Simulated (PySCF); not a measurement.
# Chlorine: a sound run and one with changed settings

Sound run: Cl [Ne] 3s2 3p5, Cl⁺ [Ne] 3s2 3p4. All numbers are calculated (PySCF 2.14, scalar relativity by spin-free X2C-1e, in cc-pVDZ-DK). In the sound run the correlated levels freeze [Ne]. The sound run starts from symmetry-adapted Hartree-Fock orbitals and uses a fine grid where one is needed.

Changed run: basis STO-3G, all-electron and non-relativistic. This setting is unsound on purpose.

```
species  method  sound run (hartree)  changed run (hartree)  converged
     Cl     UHF           -460.87843             -454.54219        yes
     Cl    PBE0           -461.40754             -454.98901        yes
     Cl   B3LYP           -461.57661             -455.11816        yes
     Cl     MP2           -460.98829             -454.54219        yes
    Cl⁺     UHF           -460.44494             -454.12970        yes
    Cl⁺    PBE0           -460.93206             -454.52753        yes
    Cl⁺   B3LYP           -461.09831             -454.65602        yes
    Cl⁺     MP2           -460.53234             -454.12970        yes
```

Ionisation energy of Cl:

```csv
method,sound run (eV),changed run (eV)
UHF,11.796,11.224
PBE0,12.939,12.557
B3LYP,13.015,12.575
MP2,12.407,11.224
SCS-MP2,12.384,11.224
```

A minimal basis cannot let orbitals breathe on ionisation and holds almost no correlation. The Hamiltonian changed with the basis, so the totals do not compare.

For comparison, NIST gives 12.968 eV between the lowest levels.
